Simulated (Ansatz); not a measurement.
**CF₃S radical: small, medium and large basis sets**

The task here is to estimate one member of a computed series from the others.

The runs use Ansatz 0.2.0, Gaussian basis; one geometry, several basis sets.

The runs, in order: PBE0-D4/def2-SVP; ωB97M-V/def2-SVP; PBE0-D4/def2-QZVPP; ωB97M-V/def2-QZVPP; CCSD(T)/cc-pV(D+d)Z; CCSD(T)/cc-pV(T+d)Z; CCSD(T)/cc-pV(Q+d)Z; the functionals' def2-TZVPP values are taken from earlier runs.

**The relaxed structure**

The geometry comes from an earlier relaxation with PBE0-D4 in a triple-zeta def2 set; it is a stationary point.

SMILES `FC(F)(F)[S]`, 5 atoms, charge 0, spin multiplicity 2.

Atoms are counted from 1 here; the program's logs count them from 0.

Bond lengths: F1–C2 1.331 Å, C2–F3 1.334 Å, C2–F4 1.331 Å, C2–S5 1.802 Å. Angles: F1–C2–F3 108.4°, F1–C2–F4 107.1°, F1–C2–S5 112.5°, F3–C2–F4 108.4°, F3–C2–S5 107.9°, F4–C2–S5 112.5°.

The first run:

in.yaml

```yaml
crystal:
  periodic: [false, false, false]
  atoms:
    - {symbol: F, position_ang: [0.247955, 0.105030, 1.332099]}
    - {symbol: C, position_ang: [0.016877, -0.077139, 0.034207]}
    - {symbol: F, position_ang: [-1.219013, -0.558292, -0.109239]}
    - {symbol: F, position_ang: [0.877614, -0.998795, -0.390974]}
    - {symbol: S, position_ang: [0.126368, 1.455496, -0.907491]}
basis:
  gaussian: {orbitals: def2-SVP}
magnetization: {spin_polarized: true, initial_magnetization: 1}
hamiltonian: {xc: pbe0, dispersion: d4}
output: {orbitals: {seedname: orbitals}}
```

Started as:

```bash
ansatz run in.yaml --threads 2 --pin off --events-out ev --progress --plain --max-ram 22528MiB --backend cpu
```

Steps of the session up to this table: PBE0-D4 in def2-SVP; ωB97M-V in def2-SVP; PBE0-D4 in def2-QZVPP; ωB97M-V in def2-QZVPP.

One of the session's tables, all rows but one given; the rest of the session is left out.

| functional | basis | HOMO (eV) | LUMO (eV) |
| --- | --- | --- | --- |
| PBE0-D4 | def2-SVP | -7.97 | -5.09 |
| PBE0-D4 | def2-TZVPP | -8.12 | -5.13 |
| PBE0-D4 | def2-QZVPP | -8.15 | -5.16 |
| ωB97M-V | def2-SVP | -10.22 | -2.97 |
| ωB97M-V | def2-TZVPP | ? | ? |
| ωB97M-V | def2-QZVPP | -10.43 | -3.17 |

Q: Estimate the row for ωB97M-V, def2-TZVPP from the others.

**Answer.** HOMO (eV): -10.38; LUMO (eV): -3.11. In the column «HOMO (eV)» it lies between ωB97M-V, def2-QZVPP (-10.43) and ωB97M-V, def2-SVP (-10.22).
